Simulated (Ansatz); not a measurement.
`B[SiH2][SiH3]` + H–F → `B[SiH2]F` + SiH₄ at 600 K and 1 bar (cleavage of the Si–Si bond).

Computed with Ansatz on PBE0-D4/def2-TZVP structures; ΔE is electronic, products minus reactants. CBS: MP2 limit from def2 TZ/QZ plus the TZ coupled-cluster correction, frozen cores. This one scheme is used for every species.

| species | CCSD(T)/CBS energy (Eh) | H − E (kJ/mol) | S (J/(mol·K)) |
| --- | --- | --- | --- |
| `B[SiH2][SiH3]` | -607.10947 | 221.6 | 424.2 |
| H–F | -100.39570 | 42.3 | 194.0 |
| `B[SiH2]F` | -416.08532 | 146.8 | 353.7 |
| SiH₄ | -291.46306 | 108.7 | 242.3 |

H − E and S are ideal-gas, rigid-rotor, harmonic terms from PBE0-D4/def2-TZVP. 1 Eh = 2625.50 kJ/mol, R = 8.31446 J/(mol·K).

Q: By hand: ΔE, ΔH, ΔS and ΔG.

A: ΔE = (-416.08532) + (-291.46306) − (-607.10947) − (-100.39570) = -0.04321 Eh = -113.4 kJ/mol. Δ(H − E) = 146.8 + 108.7 − 221.6 − 42.3 = -8.4, so ΔH = -121.8 kJ/mol. ΔS = 353.7 + 242.3 − 424.2 − 194.0 = -22.2 J/(mol·K). ΔG = -121.8 − 600 × (-22.2)/1000 = -108.5 kJ/mol.

Q: By hand: the equilibrium constant, and the temperature at which ΔG would vanish if ΔH and ΔS stayed fixed.

A: log₁₀ K = −ΔG/(RT ln 10) = 9.4. ΔG = 0 at ΔH/ΔS = 5486 K, far beyond where these terms or the molecules hold.

ΔH outweighs TΔS. A doubt of 5 kJ/mol in ΔE shifts log₁₀ K by 0.4 here. These are equilibria of isolated gas molecules and say nothing of rates. Largest T1 diagnostic: 0.014 (customary marks: 0.02 for closed shells, 0.045 for open ones).
